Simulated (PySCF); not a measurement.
**Stretching LiB**

Set-up: Li 3-21G, B 3-21G; no relativity (PySCF 2.14). Energies in eV from Li + B in their ground configurations at the same level. State: ³Π (triplet), unpaired electrons σ ↑, π ↑.

All columns are CAM-B3LYP. A positive dipole means Li(−)B(+).

```csv
R (Å),E (eV),μ (D),Mulliken charge on Li (basis-dependent),HOMO (eV),LUMO (eV),Mayer bond order,⟨S²⟩
1.886,-0.975,-4.98,0.27,-5.14,-0.94,1.11,2.00
1.974,-1.122,-5.12,0.29,-5.04,-1.00,1.08,2.00
2.061,-1.200,-5.27,0.31,-4.95,-1.07,1.05,2.00
2.127,-1.224,-5.37,0.31,-4.89,-1.12,1.03,2.00
2.193,-1.224,-5.47,0.32,-4.83,-1.17,1.02,2.00
2.259,-1.206,-5.56,0.32,-4.79,-1.21,1.01,2.00
2.346,-1.158,-5.67,0.33,-4.74,-1.27,0.99,2.00
2.456,-1.073,-5.76,0.32,-4.71,-1.34,0.97,2.00
2.588,-0.950,-5.79,0.32,-4.71,-1.41,0.93,2.00
2.763,-0.778,-5.63,0.30,-4.79,-1.47,0.86,2.01
```

A fit through these points gives, at Re = 2.160 Å, μ = -5.42 D and dμ/dR = -1.51 D/Å; the reduced mass is 4.285 u.

Question: How strong is the fundamental in the double-harmonic approximation, I = 42.26·(dμ/dR)²/μred km/mol?

Answer: I = 42.26·(-1.51)²/4.285 = 22.5 km/mol at CAM-B3LYP.

3-21G is very small, so such numbers show the basis as much as the molecule. The state was picked by a PBE0 search and need not be the measured ground state.
